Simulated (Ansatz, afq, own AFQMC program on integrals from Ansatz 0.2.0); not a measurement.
# MoNH3, septet in def2-SVP along one coordinate

```xyz
5

Mo   -0.4030    0.0012   -0.0003
N     2.2039   -0.0068    0.0015
H     2.5743   -0.9511    0.0067
H     2.5781    0.4679    0.8161
H     2.5792    0.4594   -0.8175
```

The Mo1–N2 distance is changed with both sides rigid. Energies in kcal/mol count from this geometry (2.607 Å) at the same level; the start stands on UHF, each point on the determinant named.

Basis def2-SVP with its core potentials. Noble-gas cores (and the filled d shells of Ga–Kr and In–Xe) are frozen. Ansatz 0.2.0 and our own AFQMC program on the same integrals; the CISD trial comes from CCSD amplitudes, and released means the phaseless constraint is let go. ± is one standard error of the sampling. No spin–orbit coupling. The metal's outer-core s and p shells are frozen, which shifts wave-function levels against functionals.

Cautions, each for one point or more: CCSDT(Q) on the ROHF determinant differs, by its state or its frozen core; higher spins were not checked; lower spins were not checked; no spin-orbit coupling; outer-core shells of the metal frozen.

```json
{"r(Mo1–N2) / Å": "2.321", "det.": "UHF", "T1": "0.011", "weight": "0.90", "⟨S²⟩": "12.00", "HF": "4.8", "PBE0": "2.4", "CCSD(T)": "3.3"}
{"r(Mo1–N2) / Å": "2.808", "det.": "UHF", "T1": "0.011", "weight": "0.91", "⟨S²⟩": "12.00", "HF": "-0.3", "PBE0": "0.8", "CCSD(T)": "0.6"}
{"r(Mo1–N2) / Å": "3.669", "det.": "UHF", "T1": "0.009", "weight": "0.91", "⟨S²⟩": "12.00", "HF": "1.9", "PBE0": "5.6", "CCSD(T)": "5.2"}
{"r(Mo1–N2) / Å": "4.795", "det.": "UHF", "T1": "0.007", "weight": "0.91", "⟨S²⟩": "12.00", "HF": "3.4", "PBE0": "8.3", "CCSD(T)": "7.9"}
{"r(Mo1–N2) / Å": "7.144", "det.": "UHF", "T1": "0.006", "weight": "0.91", "⟨S²⟩": "12.00", "HF": "4.5", "PBE0": "9.9", "CCSD(T)": "9.4"}
```

(1) Estimate the curve of CCSDT(Q), counted from the same start.

## Answers

(1) 
```tsv
r(Mo1–N2) / Å	det.	T1	weight	⟨S²⟩	CCSDT(Q)	ph-AFQMC/CISD
2.321	UHF	0.011	0.90	12.00	3.3	3.3 ± 0.1
2.808	UHF	0.011	0.91	12.00	0.6	0.6 ± 0.1
3.669	UHF	0.009	0.91	12.00	5.3	5.2 ± 0.1
4.795	UHF	0.007	0.91	12.00	7.9	7.9 ± 0.1
7.144	UHF	0.006	0.91	12.00	9.5	9.4 ± 0.1
```

Weight is that of the determinant in the CISD state; at the start T1 is 0.011 and the weight 0.91, and ⟨S²⟩ is 12.00. Largest departures from CCSDT(Q), at the points where its series has closed: CCSD(T) -0.1 kcal/mol at 7.144 (on UHF), ph-AFQMC/CISD 0.1 kcal/mol at 2.808 (on UHF) (within the noise), HF -5.0 kcal/mol at 7.144 (on UHF), PBE0 -0.8 kcal/mol at 2.321. Functionals count only at points shown to share the start's state and spin. In this small basis the wave-function levels are far from their limit, so their gap to the functionals isn't the functionals' error.

A walk keeps the symmetry of its determinant, which the program's search chose and which needn't be the lowest solution, so a lower state of the same spin and another symmetry isn't excluded. The exponents were fitted on light atoms, and def2 sets of heavy atoms don't grow evenly, so the limit is rough here.
